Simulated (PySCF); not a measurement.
# Structure elucidation problem

Molecular formula: C₄H₆O. Simulated spectra:

1H NMR (400 MHz, computed): δ 6.22 (dd, J = 14.7, 7.3 Hz, 2H), 4.81 (dd, J = 14.7, 1.1 Hz, 2H), 4.28 (dd, J = 7.3, 1.1 Hz, 2H).

13C{1H} NMR (computed): δ 156.5 (CH, 2C), 95.7 (CH2, 2C).

PySCF 2.14.0 with density-fitted response routines calculation with shielding tensors at PBE0/pcSseg-1 (GIAO), PBE0-D3(BJ)/def2-SVP structure and J: B3LYP/pcJ-1 (without the spin–dipole term); single conformer, no solvent model, averaged over atoms made equivalent by symmetry, fast rotation or ring inversion, relativity neglected.

References, each an isolated molecule treated in the same way: 1H (σ = 31.27 ppm) and 13C (σ = 184.41 ppm) vs TMS.

**Question.** What is the structure?

**Answer.** 
1. The formula gives 2 degrees of unsaturation (no ring in the answer).
2. 2 carbon signals for 4 carbons: some carbons are equivalent by symmetry or fast rotation.
3. Carbon types of the structure: 2 × CH, 2 × CH2, which accounts for all hydrogens.
4. δC 156.5: alkene carbon bearing oxygen; an sp2 carbon further deshielded by the attached heteroatom.
5. δC 95.7: β carbon of an enol-ether or enamine type C=C; the O or N lone pair pushes π density onto this β carbon and shields it.
6. δH 6.22: hydrogen on an alkene carbon bearing oxygen; olefinic region.
7. δH 4.81, 4.28: hydrogen on a β carbon of an enol-ether or enamine type C=C; lone-pair donation from O or N shields it, upfield of ordinary alkene protons.
8. The protons at 4.81 and 6.22 share a coupling of 14.7 Hz (vicinal, trans across C=C).
9. The protons at 4.28 and 6.22 share a coupling of 7.3 Hz (vicinal, cis across C=C).

These data were computed for Vinyl ether (SMILES C(OC=C)=C).

This is the structure that produced the data.

Multiplet labels drop couplings under 1 Hz and merge nearly equal ones. Unscaled 3J(H,H) at this level run about 9 % above measured values. Shifts are as computed. Against solution values, carbons near 30 ppm lie about +2 ppm off and those near 130 ppm about +4 ppm. Of 246 compounds with measured shifts, 49 miss one by over three times the rms of a fit or turn the order of signals round; such compounds aren't used in these exercises.
